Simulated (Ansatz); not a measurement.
**NH (singlet): the correlation ladder at distance N1–H2 = 0.830 Å, aug-cc-pVDZ**

An exercise on one series of results from a longer session: the logs are not shown, and one member is left open.

Method: aug-cc-pVDZ, core rule «outside noble gas», up to 1 orbitals frozen; program: Ansatz 0.2.0, Gaussian basis.

To be run: UHF; CCSD(T) on RHF; CCSD(T) on UHF; BCCD(T) on RHF; CISD; CCSDT(Q) on RHF; CCSDT(Q) on UHF; CASSCF and MRCISD+Q, 2 electrons in 2 orbitals; CASSCF and NEVPT2, 2 electrons in 2 orbitals; CASSCF and MRCISD+Q, 6 electrons in 5 orbitals; CASSCF and NEVPT2, 6 electrons in 5 orbitals; Full CI; Full CI in the symmetry of the determinant.

24 further runs of the same task are left out: 5 for a known fault of the program, 15 that didn't finish, 4 set aside as unsound or not needed.

### The geometry

The geometry derives from a PBE0/def2-TZVP stationary point (not a proven minimum). One bond is set to the value named and the two fragments are kept rigid.

2 atoms, charge 0, spin multiplicity 1.

Atoms are counted from 1 here; the program's logs count them from 0.

Bond lengths: N1–H2 0.830 Å.

Set-up of the first run:

in.yaml reads:

```yaml
crystal:
  periodic: [false, false, false]
  atoms:
    - {symbol: N, position_ang: [0.000000, 0.000000, 0.000000]}
    - {symbol: H, position_ang: [0.000000, 0.000000, 0.830000]}
basis:
  gaussian: {orbitals: aug-cc-pVDZ}
magnetization: {spin_polarized: true, initial_magnetization: 0}
hamiltonian: {xc: hf}
output: {orbitals: {seedname: orbitals}}
```

On the command line:

```
> ansatz run in.yaml --threads 1 --pin off --events-out ev --progress --plain --max-ram 2393MiB
```

Steps of the session up to this table: UHF; CCSD(T) on RHF; CCSD(T) on UHF; BCCD(T) on RHF; CISD; CCSDT(Q) on RHF; CCSDT(Q) on UHF; CASSCF and MRCISD+Q, 2 electrons in 2 orbitals; CASSCF and NEVPT2, 2 electrons in 2 orbitals; CASSCF and MRCISD+Q, 6 electrons in 5 orbitals; CASSCF and NEVPT2, 6 electrons in 5 orbitals; Full CI; Full CI in the symmetry of the determinant.

One table of the session follows, with a row left open; its other results are not shown here.

| method | from FCI (kJ/mol) |
| --- | --- |
| RHF | +443.4 |
| RMP2 | +121.5 |
| CISD | +61.2 |
| RCCSD | +42.1 |
| RCCSD(T) | +23.6 |
| BCCD(T) | +23.7 |
| RCCSDT | +1.6 |
| RCCSDT(Q) | -0.7 |
| CASSCF pair | +358.8 |
| NEVPT2 pair | +51.3 |
| MRCISD pair | +14.8 |
| MRCISD+Q pair | -0.7 |
| CASSCF valence | +323.2 |
| NEVPT2 valence | +67.2 |
| MRCISD valence | +12.1 |
| MRCISD+Q valence | ? |
| FCI | 0 |

Q: Estimate the row for MRCISD+Q valence from the others.

**Answer.** from FCI (kJ/mol): -0.9. In the column «from FCI (kJ/mol)» it is the lowest.

Among the levels timed on like hardware and quicker than the yardstick, those that no quicker one beats, quickest first: NEVPT2 valence (0.27 s, +67.2 kJ/mol); NEVPT2 pair (0.3 s, +51.3 kJ/mol); BCCD(T) (0.39 s, +23.7 kJ/mol); RCCSD(T) (0.48 s, +23.6 kJ/mol); MRCISD+Q valence (0.63 s, -0.9 kJ/mol); MRCISD+Q pair (0.66 s, -0.7 kJ/mol); RCCSDT(Q) (2.5 s, -0.7 kJ/mol). Runs this short are mostly start-up, so their order is noise.

Left out of the table: UHF, UMP2, UCCSD, UCCSD(T), UCCSDT, UCCSDT(Q) (another determinant or state than the rows shown).

Caveats from the session: The report flags that the cluster equations may have other roots. The yardstick is full CI for this spin, exact in this basis with these frozen cores. The program flags RCCSDT(Q) as in doubt, so those rows may rest on another solution; read them beside their warnings. RCCSDT(Q), MRCISD+Q pair, MRCISD+Q valence fall below full CI, which methods that aren't variational can do. Of the multireference levels listed MRCISD+Q pair comes nearest in total energy (-0.7 kJ/mol), which doesn't show that its space is the better one. Warnings in the runs' records: large difference, other roots.
